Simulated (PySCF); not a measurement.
A made-up structure of NaBHF, closed shell:

```
4
angstrom
F 0.0899 0.8721 -1.0346
B -0.1832 0.0754 -0.0096
Na 1.2625 -0.8473 0.4413
H -1.1692 -0.1001 0.6028
```

It is relaxed with PBE-D4/def2-SVP and then PBE0-D4/def2-TZVP (PySCF 2.14 with density fitting (its default auxiliary sets; JK sets also for MP2 and CCSD(T))). Atoms count as bonded within 1.22 times the sum of their covalent radii (H–H: 0.88 Å). The end point is not checked to be a true minimum.

(1) Does its bonding change? (Judge from chemistry; the calculation decides.)

## Answers

(1) The calculation gives: Yes. Formed: none; broken: F1–Na3.

Where it ends: The first stage lowers the energy by 2.78 eV in 10 steps. It ends as NaBHF ([F][BH][Na]):
F1  (-0.154, 0.970, -1.130)
B2  (-0.252, 0.142, -0.083)
Na3  (1.743, -1.210, 0.674)
H4  (-1.382, 0.167, 0.390)
(Å)

Labels in which every atom is bracketed show which atoms are joined, not bond orders.

For scale, one of the runs: PBE0-D4/def2-TZVP relaxation, 100 basis functions, launched by `OMP_NUM_THREADS=2 python run.py`. The run took 18 s on 2 CPU threads of an AMD EPYC 7B13 (shared host), with 0.99 GiB of host memory at its peak.
